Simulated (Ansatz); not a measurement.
# C₂H₆Si (SMILES C=C[SiH3]): functionals against CCSD(T) at one geometry

An exercise on one series of results from a longer session: the logs are not shown, and one member is left open.

Computed with Ansatz 0.2.0, Gaussian basis. Level: single points in def2-TZVPP.

Correlated methods freeze the cores.

### Starting geometry

9 atoms, charge 0, spin multiplicity 1.

Atoms are counted from 1 here; the program's logs count them from 0.

Bond lengths: C1–C2 1.303 Å, C1–H4 1.271 Å, C1–H5 1.113 Å, C2–Si3 2.081 Å, C2–H6 1.165 Å, Si3–H7 1.623 Å, Si3–H8 1.538 Å, Si3–H9 1.378 Å. Angles: C2–C1–H4 118.1°, C2–C1–H5 131.7°, H4–C1–H5 109.6°, C1–C2–Si3 128.5°, C1–C2–H6 121.3°, Si3–C2–H6 109.2°, C2–Si3–H7 108.9°, C2–Si3–H8 109.8°, C2–Si3–H9 101.7°, H7–Si3–H8 112.5°, H7–Si3–H9 111.9°, H8–Si3–H9 111.6°.

Coordinates:

```xyz
9

C    -0.7405    1.0240   -1.0519
C    -0.1342    0.7492    0.0685
Si    0.5741   -1.0882    0.7424
H    -1.0025    0.0635   -1.8412
H    -1.2269    1.9549   -1.4210
H     0.2719    1.5942    0.7603
H     2.1855   -0.9995    0.9099
H     0.1447   -2.1999   -0.2298
H    -0.0630   -1.2051    1.9583
```

The first run:

Contents of run/in.yaml:

```yaml
crystal:
  periodic: [false, false, false]
  atoms:
    - {symbol: C, position_ang: [-0.740500, 1.024000, -1.051900]}
    - {symbol: C, position_ang: [-0.134200, 0.749200, 0.068500]}
    - {symbol: Si, position_ang: [0.574100, -1.088200, 0.742400]}
    - {symbol: H, position_ang: [-1.002500, 0.063500, -1.841200]}
    - {symbol: H, position_ang: [-1.226900, 1.954900, -1.421000]}
    - {symbol: H, position_ang: [0.271900, 1.594200, 0.760300]}
    - {symbol: H, position_ang: [2.185500, -0.999500, 0.909900]}
    - {symbol: H, position_ang: [0.144700, -2.199900, -0.229800]}
    - {symbol: H, position_ang: [-0.063000, -1.205100, 1.958300]}
basis:
  gaussian: {orbitals: def2-TZVPP}
correlation: {method: ccsd_t}
output: {forces: true}
```

Launch:

```bash
$ ansatz run in.yaml --threads 4 --pin off --events-out ev --progress --plain --max-ram 5222MiB
```

Among the steps run: CCSD(T)/def2-TZVPP; PBE0-D4/def2-TZVPP; wB97M-V/def2-TZVPP; r2SCAN-D4/def2-TZVPP; PBE-D4/def2-TZVPP; CAM-B3LYP-D4/def2-TZVPP; B97M-V/def2-TZVPP.

One table of the session follows, with a row left open; its other results are not shown here.

```
      method  RMS force component (eV/Å)  angle to CCSD(T) forces (°)  dipole (D)
     CCSD(T)                       1.954                    reference        0.20
     PBE0-D4                           ?                            ?           ?
     wB97M-V                       1.822                          6.2        0.22
   r2SCAN-D4                       1.803                          5.6        0.18
      PBE-D4                       1.784                          5.2        0.17
CAM-B3LYP-D4                       1.795                          7.8        0.21
      B97M-V                       1.778                          7.0        0.25
```

Q: Estimate the row for PBE0-D4 from the others.

As computed: RMS force component (eV/Å): 1.819; angle to CCSD(T) forces (°): 6.6; dipole (D): 0.17. In the column «RMS force component (eV/Å)» it lies between r2SCAN-D4 (1.803) and wB97M-V (1.822).

To keep in mind: The reference is not at the basis limit: in triple zeta CCSD(T) underbinds, which counts against methods that bind more; the gaps are no ranking.
